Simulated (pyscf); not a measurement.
Thermochemistry of product channels of O=Si(Cl)–Cl (SMILES O=[Si](Cl)Cl) + H• (SMILES [H]) on the doublet surface, in kcal/mol, from CCSD(T)/def2-TZVPP + ΔMP2(QZVPP) energies (ideal gas, 1 atm, RRHO with modes under 100 cm⁻¹ raised to 100, one conformer, R ln 2 for chiral ones without a mode under 150 cm⁻¹). Optimised with ωB97X-D3(BJ)/def2-SVP in PySCF. Correlated levels are frozen-core, on RHF or UHF. ΔMP2 is the change of the MP2 total energy from the triple- to the quadruple-zeta basis.

```json
[
 {"products": "OH• (SMILES [OH]) + Cl–Si:–Cl (SMILES Cl[Si]Cl) [singlet]", "ΔE": "+23.1", "ΔH(298 K)": "+25.7", "ΔG(600 K)": "+19.7", "ΔG(1200 K)": "+15.0"},
 {"products": "HO–Si:–Cl (SMILES O[Si]Cl) [singlet] + Cl• (SMILES [Cl])", "ΔE": "+0.3", "ΔH(298 K)": "+5.0", "ΔG(600 K)": "+2.1", "ΔG(1200 K)": "+0.2"},
 {"products": "O=SiH–Cl (SMILES O=[SiH]Cl) + Cl• (SMILES [Cl])", "ΔE": "+13.1", "ΔH(298 K)": "+16.4", "ΔG(600 K)": "+14.1", "ΔG(1200 K)": "+13.0"},
 {"products": "[O=SiH]• (SMILES O=[SiH]) + Cl–Cl (SMILES ClCl)", "ΔE": "+62.8", "ΔH(298 K)": "+64.1", "ΔG(600 K)": "+57.4", "ΔG(1200 K)": "+52.5"},
 {"products": "[O=Si–Cl]• (SMILES O=[Si]Cl) + HCl (SMILES Cl)", "ΔE": "-4.5", "ΔH(298 K)": "-2.1", "ΔG(600 K)": "-8.8", "ΔG(1200 K)": "-13.9"},
 {"products": "•O–SiH(Cl)–Cl (SMILES [O][SiH](Cl)Cl)", "ΔE": "-32.2", "ΔH(298 K)": "-28.7", "ΔG(600 K)": "-14.8", "ΔG(1200 K)": "-0.2"},
 {"products": "HO–Si•(Cl)–Cl (SMILES O[Si](Cl)Cl)", "ΔE": "-62.7", "ΔH(298 K)": "-57.4", "ΔG(600 K)": "-44.5", "ΔG(1200 K)": "-31.0"}
]
```

These are energies of the channels, which say nothing of barriers. The CCSD(T) − MP2 part came from Ansatz, without density fitting, on the same reference. Left out: orbital degeneracy and the spin-orbit lowering of Cl, OH.
